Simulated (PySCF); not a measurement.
# Continuum solvent and chemical shifts

Atom-mapped SMILES (the numbers label the heavy atoms): `[CH3:1][C:2]([CH3:3])([CH3:4])[SH:5]`; H(Xn) means a hydrogen on atom n.

GIAO PBE0/pcSseg-1 in PySCF on one PBE0-D3(BJ)/def2-SVP conformer, non-relativistic, equivalent nuclei averaged. Solvents enter as an IEF-PCM continuum (chloroform with ε = 4.7, dichloromethane with ε = 8.9) around the gas-phase geometry. Shifts are referred to TMS, CS2 computed in the same medium.

Gas phase, δ in ppm: C2 44.3, C1/C3/C4 36.1, S5 32.7, H(S5) 1.85, H(C1)/H(C3)/H(C4) 1.37. Dipole moment 1.77 D.

Question: How does each δ change in the continuum?

Answer: 
```json
{"atoms": "C2", "environment": "fully substituted sp3 carbon bonded to S", "Δδ, chloroform": "+1.9", "Δδ, dichloromethane": "+2.3"}
{"atoms": "C1/C3/C4", "environment": "methyl carbon", "Δδ, chloroform": "+0.2", "Δδ, dichloromethane": "+0.3"}
{"atoms": "S5", "environment": "thiol sulfur", "Δδ, chloroform": "-17.9", "Δδ, dichloromethane": "-21.6"}
{"atoms": "H(S5)", "environment": "hydrogen on a thiol sulfur", "Δδ, chloroform": "+0.47", "Δδ, dichloromethane": "+0.58"}
{"atoms": "H(C1)/H(C3)/H(C4)", "environment": "hydrogen on a methyl carbon", "Δδ, chloroform": "+0.03", "Δδ, dichloromethane": "+0.04"}
```

Changes are relative to the gas phase. The dipole moment becomes 2.24 D in chloroform, 2.35 D in dichloromethane.

Question: Which nuclei move most (in ppm), and what does the model miss?

Answer: S5 (thiol sulfur, -21.6 ppm) in dichloromethane. A continuum only polarises the solute; specific hydrogen bonds, the anisotropy of aromatic solvents and changes of geometry or conformer are outside it.
